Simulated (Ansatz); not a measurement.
doublet BF₂: levels of theory in one basis

```xyz
3

F     0.0000    0.6105   -1.0790
B     0.0000    0.0000    0.0000
F     0.0000    0.6105    1.0790
```

Basis set: def2-SVP (spherical functions). Frozen core: 3 orbitals. Correlation on ROHF uses semicanonical orbitals with singles. Charge 0, multiplicity 2.

Computed with Ansatz (development build ahead of 0.2.0); each method stands on the lowest determinant of its kind that the runs found.

| method | E − E(ROHF) (eV) | <S²> of the determinant |
| --- | --- | --- |
| ROHF | 0.00 | 0.75 |
| UHF | -0.02 | 0.75 |
| ROHF-MP2 | -11.55 | – |
| UHF-MP2 | -11.56 | 0.75 |

Question: What does ROHF-CCSD(T) give on the same scale?

Answer: -11.96 eV.
